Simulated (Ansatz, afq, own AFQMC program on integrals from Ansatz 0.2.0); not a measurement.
# Atomization energy of Si₃PH₉, singlet, worked out

```yaml
atoms:
  - { symbol: Si, position_ang: [-1.2069, 1.4818, -0.4978] }
  - { symbol: P, position_ang: [0.6715, 0.2937, -0.9151] }
  - { symbol: Si, position_ang: [1.5567, 0.3479, 1.1652] }
  - { symbol: Si, position_ang: [-0.2312, -1.7779, -0.8289] }
  - { symbol: H, position_ang: [-2.0905, 1.3853, -1.6981] }
  - { symbol: H, position_ang: [-1.9616, 1.0004, 0.7019] }
  - { symbol: H, position_ang: [-0.8142, 2.9070, -0.2846] }
  - { symbol: H, position_ang: [0.5900, -0.0566, 2.2341] }
  - { symbol: H, position_ang: [2.7276, -0.5790, 1.1933] }
  - { symbol: H, position_ang: [2.0214, 1.7419, 1.4331] }
  - { symbol: H, position_ang: [0.8854, -2.7697, -0.8524] }
  - { symbol: H, position_ang: [-1.0655, -2.0134, 0.3914] }
  - { symbol: H, position_ang: [-1.0828, -1.9614, -2.0421] }
```

Basis def2-TZVP. Noble-gas cores (and the filled d shells of Ga–Kr and In–Xe) are frozen. Ansatz 0.2.0 and our own AFQMC program on the same integrals; the CISD trial comes from CCSD amplitudes, and released means the phaseless constraint is let go. Uncertainties: one standard error, sampling alone.

Total energies in eV. CBS is CCSD(T) at the limit of def2-TZVPP/QZVPP (extrapolated itself); the highest rung of each member is named.

Cautions: Si₃PH₉ (singlet): the released value is read at 0.90 1/Eh with a noise of 23 meV, more than in the cases checked (meV from the phaseless value at times in 1/Eh: -4 ± 16 at 0.21, -1 ± 23 at 0.42, -12 ± 25 at 0.63, -13 ± 23 at 0.90).

| member | count | CCSD(T)/def2-TZVP | highest rung in def2-TZVP | which | CCSD(T)/CBS |
| --- | --- | --- | --- | --- | --- |
| Si (triplet) | +3 | -7862.0972 | -7862.1201 | FCI | -7862.5000 |
| P (quartet) | +1 | -9274.0048 | -9274.0303 | FCI | -9274.5665 |
| H (doublet) | +9 | -13.6005 | -13.6005 | FCI | -13.6059 |
| Si₃PH₉, singlet | -1 | -33019.7068 | -33019.8149 ± 0.0228 | released AFQMC | -33023.3477 |

Q: Work out the best estimate of the atomization energy: the CCSD(T)/CBS difference plus the step from CCSD(T) to the highest rung.

A: Sums with the counts: CCSD(T)/CBS 38.8281 eV, highest rung 37.0198 eV, CCSD(T)/def2-TZVP 37.0059 eV. The step is 37.0198 − 37.0059 = 0.0139 eV, so the best estimate is 38.8281 + (0.0139) = 38.8420 eV = 3747.7 kJ/mol, with sampling noise 0.023 eV. The step is under twice that noise, so its sign is open. The basis set is worth 1.822 eV of it. Zero-point, core-correlation and spin–orbit terms aren't in it. Past Ne the Hartree–Fock part of each CBS total tends to overshoot, since the cores don't follow the formula; that largely cancels in the difference.

Best estimates are given only where the step beyond CCSD(T) is under 0.3 eV and no member's determinant is very poor (T1 over 0.05, or 0.07 for open shells, ⟨S²⟩ too high by 0.3, two states mixed), so the hardest cases are missing from such tables.

Each member of a difference takes its own highest rung, so a best estimate needn't equal the limit plus the step of one row. Released energies are given only where the last usable release times agree within the noise; a slower fall can still hide under it.
